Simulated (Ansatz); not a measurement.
C3H5F2N (`C=NC(C)(F)F`), relaxed with RKS PBE-D4/def2-SVP in the Gaussian-basis code of Ansatz from a rough embedded geometry. The force threshold is 0.03 eV/Å; the program also tests the step.

The species carries charge 0 and has multiplicity 1.

Start:

```xyz
11

C     1.754    0.634    0.785
N     0.521    0.185    0.914
C    -0.167   -0.037   -0.376
C    -1.446   -0.613   -0.188
F     0.600   -0.909   -1.131
F    -0.211    1.140   -1.070
H     2.186    0.881   -0.235
H     2.364    0.889    1.612
H    -2.125    0.126    0.429
H    -1.996   -0.751   -1.116
H    -1.480   -1.545    0.375
```

| step | energy (eV) | largest force (eV/Å) | largest move (Å) |
| --- | --- | --- | --- |
| 1 | -10096.8327 | 4.983 | 0.000 |
| 2 | -10097.1066 | 2.041 | 0.108 |
| 3 (rejected) | -10097.0609 | 1.552 | 0.200 |
| 4 | -10097.2363 | 0.609 | 0.097 |
| 5 | -10097.2457 | 0.309 | 0.047 |
| 6 | -10097.2538 | 0.159 | 0.075 |
| 7 | -10097.2596 | 0.085 | 0.053 |
| 8 | -10097.2712 | 0.656 | 0.197 |
| 9 | -10097.2826 | 0.782 | 0.080 |
| 10 | -10097.3199 | 0.454 | 0.200 |
| 11 | -10097.3381 | 1.035 | 0.196 |
| 12 | -10097.3406 | 0.596 | 0.191 |
| 13 (rejected) | -10097.3350 | 0.692 | 0.200 |
| 14 | -10097.3523 | 0.860 | 0.100 |
| 15 | -10097.3669 | 0.363 | 0.052 |
| 16 (rejected) | -10097.3645 | 0.163 | 0.127 |
| 17 | -10097.3713 | 0.171 | 0.032 |
| 18 | -10097.3725 | 0.094 | 0.009 |
| 19 | -10097.3726 | 0.019 | 0.009 |

End:

```xyz
11

C     1.684    0.477    0.820
N     0.474    0.818    0.605
C    -0.221    0.275   -0.527
C    -1.366   -0.624   -0.105
F     0.608   -0.426   -1.393
F    -0.697    1.336   -1.253
H     2.250   -0.225    0.169
H     2.207    0.901    1.699
H    -2.045   -0.070    0.568
H    -1.918   -0.948   -1.007
H    -0.976   -1.514    0.425
```

Run time 24 s (4 threads of an Intel Xeon Platinum 8259CL on a shared host); peak host memory 0.17 GiB.
